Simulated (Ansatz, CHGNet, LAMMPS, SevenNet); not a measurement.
# Ladder of methods for the longitudinal phonon frequency at X of fcc Pb

Reference value: 62 cm⁻¹ (measured, temperature not stated, no zero-point or thermal correction; as tabulated in Savrasov and Savrasov (1996), arXiv:cond-mat/9604124).

Q: What do Lennard-Jones jacobson2022, Morse jacobson2022, CHGNet-r²SCAN, SevenNet-l3i5, r²SCAN give, and how far is each from the reference?

A: 
```json
[
 {"level (code)": "Lennard-Jones jacobson2022 (LAMMPS)", "value (cm⁻¹)": "155", "cell (Å³/atom)": "29.79", "difference (%)": "+150"},
 {"level (code)": "Morse jacobson2022 (LAMMPS)", "value (cm⁻¹)": "118", "cell (Å³/atom)": "29.77", "difference (%)": "+90"},
 {"level (code)": "CHGNet-r²SCAN (CHGNet)", "value (cm⁻¹)": "22", "cell (Å³/atom)": "31.02", "difference (%)": "-65"},
 {"level (code)": "SevenNet-l3i5 (SevenNet)", "value (cm⁻¹)": "39", "cell (Å³/atom)": "31.99", "difference (%)": "-37"},
 {"level (code)": "r²SCAN (Ansatz)", "value (cm⁻¹)": "49", "cell (Å³/atom)": "31.13", "difference (%)": "-21"}
]
```

All these levels miss by at least 21 %, so none is called best. No level tried lands within 10 %. Even the nearest is off by 21 %.

The measured value isn't corrected to a static lattice, so vibrations enter the comparison.  Density-functional levels without +SOC have no spin–orbit coupling. Each level is taken at its own relaxed cell. Ansatz's density-functional and Hartree–Fock values are scalar-relativistic unless marked +SOC, with PAW data made under PBE.

Empirical potentials (Lennard-Jones jacobson2022, Morse jacobson2022) are fitted to chosen data, which need not cover the solid at hand: agreement can be built in, and what lay outside the fit can be far off. Machine-learned potentials (CHGNet-r²SCAN, SevenNet-l3i5) are trained on DFT data, which may include these solids.

Differences are worked out from the printed values.

Ansatz is a program for electronic structure.
